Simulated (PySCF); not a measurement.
AlCl3, charge +1, multiplicity 2. Atoms are numbered in the order given.

```xyz
4

Al     0.0000     0.0000    -0.3066
Cl     0.0000    -1.4387     1.2832
Cl     0.0000     0.0000    -2.3320
Cl     0.0000     1.4387     1.2832
```
Charge +1, spin multiplicity 2.

Geometry: B3LYP-D3(BJ)/def2-SVP. The multiplicity is an assumed one; other spin states were not compared. The isomer is the one that the SMILES or the coordinates give; other isomers of the formula were not compared.

Calculation: PySCF with B3LYP/def2-TZVPD.

Mulliken values depend strongly on the basis, most of all with diffuse functions as here. ESP charges are fitted to the potential on shells at 1.4 to 2.0 van der Waals radii. Atomic charges (e):

```json
[
 {"atom": "Al1", "meta-Löwdin": "…", "ESP fit": "0.56", "Mulliken spin": "-0.04"},
 {"atom": "Cl2", "meta-Löwdin": "…", "ESP fit": "0.19", "Mulliken spin": "0.52"},
 {"atom": "Cl3", "meta-Löwdin": "…", "ESP fit": "0.06", "Mulliken spin": "0.00"},
 {"atom": "Cl4", "meta-Löwdin": "…", "ESP fit": "0.19", "Mulliken spin": "0.52"}
]
```

Some entries are withheld; supply them. (The exact figures need the calculation; the answer reports its results.)


- Al1, meta-Löwdin: 1.02
- Cl2, meta-Löwdin: 0.06
- Cl3, meta-Löwdin: -0.13
- Cl4, meta-Löwdin: 0.06
